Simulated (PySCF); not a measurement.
A made-up structure of Si2H2O, singlet:

| atom | x (Å) | y (Å) | z (Å) |
| --- | --- | --- | --- |
| O1 | -0.2357 | -0.0102 | 0.4454 |
| Si2 | -1.1199 | -0.4483 | -0.8574 |
| Si3 | 1.3181 | 0.4038 | 1.8006 |
| H4 | -1.3068 | 0.5040 | -1.8940 |
| H5 | 1.4695 | -0.2265 | 0.2743 |

It is relaxed with PBE-D4/def2-SVP and then PBE0-D4/def2-TZVP (PySCF 2.14 with density fitting (its default auxiliary sets; JK sets also for MP2 and CCSD(T))). Atoms count as bonded within 1.22 times the sum of their covalent radii (H–H: 0.88 Å). The end point is not checked to be a true minimum.

(1) Does its bonding change? (A judgement: the text doesn't fix the answer.)

Answers

(1) The calculation gives: No: no bond forms or breaks.

Where it ends: The first stage lowers the energy by 2.65 eV in 14 steps. It ends as Si₂H₂O ([SiH][O][SiH]):
O1  (-0.144, -0.066, 0.206)
Si2  (-1.445, -0.496, -0.703)
Si3  (1.022, 0.280, 1.314)
H4  (-1.475, 0.781, -1.562)
H5  (2.193, -0.314, 0.512)
(Å)

Labels in which every atom is bracketed show which atoms are joined, not bond orders.

For scale, one of the runs: PBE0-D4/def2-TZVP relaxation, 117 basis functions, launched by `OMP_NUM_THREADS=2 python run.py`. Time: 16 s of wall clock on 2 CPU threads of an AMD EPYC 9B45; the host was shared. Peak host memory: 1.1 GiB.
